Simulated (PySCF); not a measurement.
Gas-phase reaction: 2 SiCl2 + 3 NH ⇌ H2SiNH + N2 + SiCl4

Energies from PySCF, thermal terms from the rigid-rotor harmonic-oscillator model, ideal gas at 1 bar. † marks an energy on the PBE0/def2-TZVP geometry and frequencies. CCSD(T) freezes the core. Open shells (unrestricted): NH (multiplicity 3); the rest are closed-shell singlets. B3LYP is the form with VWN-RPA correlation. H2SiNH: computed as isolated molecules; such fragments, hydroxides, amides, oligomers or adducts are transient or little studied in the gas. CCSD(T) isn't extrapolated to the basis-set limit.

PBE/def2-TZVP† gives ΔH°(298 K) = -1222 kJ.

**Question.** What do CCSD(T)/def2-TZVPP†, ωB97X-V/def2-TZVP†, B3LYP/def2-TZVP† give?

**Answer.** CCSD(T)/def2-TZVPP†: -1196 kJ; ωB97X-V/def2-TZVP†: -1241 kJ; B3LYP/def2-TZVP†: -1161 kJ. For scale, ΔH°(298 K) is -1222 kJ at this level, -1212 kJ at ωB97M-V/def2-TZVP†, and runs from -1724 to -697 kJ over the 20 levels computed.
